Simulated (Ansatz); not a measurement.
**Two structures, one formula**

Two isomers of CH₃FSi, closed shell, relaxed at PBE0-D4/def2-TZVP (vibrations not checked).

A:

C1  (-0.333, 0.388, -0.176)
Si2  (0.467, -0.578, 1.233)
F3  (1.361, -1.594, 0.341)
H4  (-1.017, 1.162, 0.179)
H5  (0.446, 0.857, -0.790)
H6  (-0.882, -0.298, -0.833)
(Å)

B:

| atom | x (Å) | y (Å) | z (Å) |
| --- | --- | --- | --- |
| F1 | -0.5939 | -1.7904 | 1.1244 |
| C2 | 0.2269 | 0.7790 | 0.0776 |
| Si3 | -0.2410 | -0.8288 | -0.0900 |
| H4 | -0.3950 | -1.5820 | -1.3442 |
| H5 | 0.4457 | 1.3478 | -0.8194 |
| H6 | 0.3287 | 1.2980 | 1.0214 |

Program: Ansatz 0.2.0. Basis: def2-TZVPP. Cores are frozen in the correlated methods. B3LYP uses VWN-RPA correlation.

Question: Which structure is lower at CCSD(T), and by how much? (To be estimated.)

Answer: Computed: A, by 0.507 eV (electronic energy, against the other). By their contacts, A is CH₃FSi ([CH3][Si][F]) and B is CH₃FSi ([CH2][SiH][F]).

All methods give the same order:

| method | E(B) − E(A) (eV) |
| --- | --- |
| PBE-D4 | 0.488 |
| r2SCAN-D4 | 0.369 |
| PBE0-D4 | 0.513 |
| B3LYP-D4 | 0.509 |
| wB97M-V | 0.609 |
| HF | 0.586 |
| MP2 | 0.415 |
| CCSD | 0.551 |
| CCSD(T) | 0.507 |

The T1 diagnostic stays at or below 0.014. The restricted Hartree–Fock reference is unstable towards an unrestricted one at one or more of these structures.

Labels in which every atom is bracketed show which atoms are joined, not bond orders.
